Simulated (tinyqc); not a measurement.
Inside a calculation. Method: CIS on RHF in the sto-3g basis, for H2O, spin multiplicity 1. One step of it, computed by the program tinyqc.

Task: CIS matrix, triplets. A(ia,jb) = (e_a - e_i) d_ij d_ab - (ij|ab).

orbital energies (hartree): MO1 -20.232811, MO2 -1.233661, MO3 -0.604689, MO4 -0.423873, MO5 -0.380333, MO6 0.536896, MO7 0.713819

Two-electron integrals over orbitals (pq|rs), unique and non-zero (hartree):
```
p,q,r,s,(pq|rs)
1,1,1,1,4.745159
2,1,1,1,-0.421316
2,1,2,1,0.059254
2,2,1,1,1.008516
2,2,2,1,-0.014033
2,2,2,2,0.721610
3,1,3,1,0.010435
3,2,3,1,0.017046
3,2,3,2,0.140910
3,3,1,1,0.778460
3,3,2,1,-0.004453
3,3,2,2,0.629703
3,3,3,3,0.615539
4,1,1,1,0.168398
4,1,2,1,-0.021190
4,1,2,2,0.013990
4,1,3,3,0.005751
4,1,4,1,0.026620
4,2,1,1,-0.129109
4,2,2,1,0.008394
4,2,2,2,-0.006530
4,2,3,3,0.006033
4,2,4,1,0.020298
4,2,4,2,0.128171
4,3,3,1,-0.002638
4,3,3,2,0.024545
4,3,4,3,0.047826
4,4,1,1,0.994375
4,4,2,1,-0.012773
4,4,2,2,0.679032
4,4,3,3,0.587312
4,4,4,1,-0.011070
4,4,4,2,-0.104092
4,4,4,4,0.770715
5,1,5,1,0.026022
5,2,5,1,0.032769
5,2,5,2,0.146704
5,3,5,3,0.027534
5,4,5,1,-0.012269
5,4,5,2,-0.043684
5,4,5,4,0.052806
5,5,1,1,1.115342
5,5,2,1,-0.011872
5,5,2,2,0.749124
5,5,3,3,0.615626
5,5,4,1,0.004680
5,5,4,2,-0.069409
5,5,4,4,0.724525
5,5,5,5,0.880159
6,1,1,1,-0.232001
6,1,2,1,0.034663
6,1,2,2,-0.002519
6,1,3,3,-0.000149
6,1,4,1,0.000425
6,1,4,2,0.019807
6,1,4,4,-0.017445
6,1,5,5,-0.006167
6,1,6,1,0.028939
6,2,1,1,0.296515
6,2,2,1,-0.006942
6,2,2,2,0.137303
6,2,3,3,0.067702
6,2,4,1,0.018126
6,2,4,2,0.024878
6,2,4,4,0.086717
6,2,5,5,0.154282
6,2,6,1,0.006224
6,2,6,2,0.097910
6,3,3,1,0.002549
6,3,3,2,-0.046185
6,3,4,3,-0.032896
6,3,6,3,0.079114
6,4,1,1,0.225808
6,4,2,1,-0.002294
6,4,2,2,0.103652
6,4,3,3,0.042363
6,4,4,1,0.003539
6,4,4,2,-0.026271
6,4,4,4,0.121172
6,4,5,5,0.121526
6,4,6,1,0.000503
6,4,6,2,0.063872
6,4,6,4,0.071421
6,5,5,1,0.015413
6,5,5,2,0.058450
6,5,5,4,0.000326
6,5,6,5,0.037278
6,6,1,1,0.774351
6,6,2,1,-0.007024
6,6,2,2,0.595860
6,6,3,3,0.558799
6,6,4,1,0.019952
6,6,4,2,0.057673
6,6,4,4,0.540707
6,6,5,5,0.575888
6,6,6,1,0.007589
6,6,6,2,0.088398
6,6,6,4,0.044999
6,6,6,6,0.583081
7,1,3,1,0.015023
7,1,3,2,0.023067
7,1,4,3,-0.003927
7,1,6,3,0.003173
7,1,7,1,0.021678
7,2,3,1,0.014266
7,2,3,2,0.046972
7,2,4,3,-0.030171
7,2,6,3,0.032994
7,2,7,1,0.019465
7,2,7,2,0.064761
7,3,1,1,0.368140
7,3,2,1,-0.007245
7,3,2,2,0.151742
7,3,3,3,0.090536
7,3,4,1,-0.000479
7,3,4,2,-0.071158
7,3,4,4,0.161682
7,3,5,5,0.196008
7,3,6,1,-0.006249
7,3,6,2,0.076223
7,3,6,4,0.080346
7,3,6,6,0.038929
7,3,7,3,0.151929
7,4,3,1,-0.008627
7,4,3,2,-0.072593
7,4,4,3,-0.001020
7,4,6,3,0.048693
7,4,7,1,-0.012283
7,4,7,2,-0.017738
7,4,7,4,0.065864
7,5,5,3,0.023950
7,5,7,5,0.025328
7,6,3,1,0.009002
7,6,3,2,0.098797
7,6,4,3,0.052211
7,6,6,3,-0.072381
7,6,7,1,0.012462
7,6,7,2,-0.004925
7,6,7,4,-0.057314
7,6,7,6,0.119113
7,7,1,1,0.873350
7,7,2,1,-0.009708
7,7,2,2,0.621355
7,7,3,3,0.600624
7,7,4,1,0.003700
7,7,4,2,-0.018789
7,7,4,4,0.605490
7,7,5,5,0.625554
7,7,6,1,-0.005259
7,7,6,2,0.067928
7,7,6,4,0.045710
7,7,6,6,0.556831
7,7,7,3,0.102374
7,7,7,7,0.616427
```

Give: CIS matrix A, triplet.

Result:

CIS matrix A, triplet (hartree):
```
,1>6,1>7,2>6,2>7,3>6,3>7,4>6,4>7,5>6,5>7
1>6,19.995,0.000,0.007,0.000,0.000,-0.009,-0.020,0.000,0.000,0.000
1>7,0.000,20.073,0.000,0.010,-0.009,0.000,0.000,-0.004,0.000,0.000
2>6,0.007,0.000,1.175,0.000,0.000,-0.099,-0.058,0.000,0.000,0.000
2>7,0.000,0.010,0.000,1.326,-0.099,0.000,0.000,0.019,0.000,0.000
3>6,0.000,-0.009,0.000,-0.099,0.583,0.000,0.000,-0.052,0.000,0.000
3>7,-0.009,0.000,-0.099,0.000,0.000,0.718,-0.052,0.000,0.000,0.000
4>6,-0.020,0.000,-0.058,0.000,0.000,-0.052,0.420,0.000,0.000,0.000
4>7,0.000,-0.004,0.000,0.019,-0.052,0.000,0.000,0.532,0.000,0.000
5>6,0.000,0.000,0.000,0.000,0.000,0.000,0.000,0.000,0.341,0.000
5>7,0.000,0.000,0.000,0.000,0.000,0.000,0.000,0.000,0.000,0.469
```
